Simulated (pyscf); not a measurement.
1,1-elimination: H₂Si=S -> :Si=S [singlet] + H₂

Gas phase, singlet surface, charge 0. Bonds broken: Si2–H3, Si2–H4. Bonds formed: H3–H4. PySCF, gas phase, ωB97X-D3(BJ)/def2-SVP geometries.

Transition state (Å):

```xyz
4

S      1.1352    -0.2572    -1.9063
Si     1.0682     0.0160     0.0291
H      0.3679    -0.0947     1.3471
H     -0.4557    -0.6022     0.4936
```

One imaginary mode, 1735i cm⁻¹; descent along it reached the two sides named.

| bond | change | reactant side (Å) | saddle | product side |
|---|---|---|---|---|
| Si2–H3 | breaks | 1.488 | 1.497 | 3.3 |
| Si2–H4 | breaks | 1.488 | 1.709 | 3.6 |
| H3–H4 | forms | 2.434 | 1.290 | 0.760 |

Electronic energies relative to the reactant's lowest minimum found (kcal/mol):

```csv
level,barrier,reaction energy,reverse barrier
ωB97X-D3(BJ)/def2-TZVP,78.1,+14.4,63.7
PBE/def2-TZVP,65.5,+10.3,55.2
r²SCAN/def2-TZVP,70.3,+13.3,57.1
B3LYP-D3(BJ)/def2-TZVP,72.5,+10.4,62.1
PBE0-D3(BJ)/def2-TZVP,71.7,+13.7,58.0
M06-2X/def2-TZVP,74.9,+8.6,66.3
ωB97M-D3(BJ)/def2-TZVP,74.9,+9.4,65.5
HF/def2-TZVP,91.4,+13.1,78.2
```

With ωB97M-D3(BJ)/def2-TZVP energies and thermal terms (ideal gas, 1 atm, RRHO with modes under 100 cm⁻¹ raised to 100, one conformer, R ln 2 for chiral ones without a mode under 150 cm⁻¹), in kcal/mol:

```csv
T (K),ΔH‡,ΔG‡,ΔH,ΔG
298,72.0,71.5,+7.5,-0.1
600,72.0,71.0,+8.2,-8.2
900,71.8,70.6,+8.2,-16.4
1200,71.4,70.3,+7.9,-24.6
```

The same reactants have a lower exit, to :HSi–SH [singlet] (barrier +57.0 kcal/mol at ωB97M-D3(BJ)/def2-TZVP, against +74.9 kcal/mol here). One saddle was located; it need not be the lowest between these sides.
